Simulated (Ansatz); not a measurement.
# One structure, 3 elements: Li3Si2, K3Si2, Rb3Si2

Plane-wave DFT in Ansatz with scalar-relativistic PAW potentials, cutoff 420 eV, Γ-centred meshes chosen by cell and gap, Gaussian smearing with energies taken to zero width. Every cell was relaxed (cell and atoms) in a run of its own, within the symmetry of its start. Functional: PBE.

All members share space group R-3m and the same sites; only the element on one set of sites changes (Li, K, Rb). Members needn't be the stable form of their composition. Energies over the elements, where given, are against the elements' standard states in the same functional (H₂, N₂, O₂ and halogens uncorrected, Hg as a solid). The first member:

Space group R-3m:H (No. 166). a = 2.787 Å, b = 2.787 Å, c = 33.567 Å, α = 90.00°, β = 90.00°, γ = 120.00°
| atom | site | symmetry | x | y | z |
| --- | --- | --- | --- | --- | --- |
| Li | 3a | -3m | 0.0000 | 0.0000 | 0.0000 |
| Li | 6c | 3m | 0.3333 | 0.6667 | 0.8722 |
| Si | 6c | 3m | 0.6667 | 0.3333 | 0.7316 |

| compound | V (Å³/atom) | a (Å) | c (Å) | energy over elements (eV/atom) |
| --- | --- | --- | --- | --- |
| Li3Si2 | 15.05 | 2.787 | 33.567 | -0.014 |
| Rb3Si2 | 41.60 | 3.903 | 47.294 | 0.783 |

Predict the member with K.

V (Å³/atom) 34.56, a (Å) 3.630, c (Å) 45.426, energy over elements (eV/atom) 0.681. Interpolating linearly in period between Li and Rb would give 32.75 Å³/atom (5.2 % too small), with 0.517 eV/atom over the elements. Over the whole series the volume grows at each step down the group; all are metallic on the mesh; binding against the elements weakens.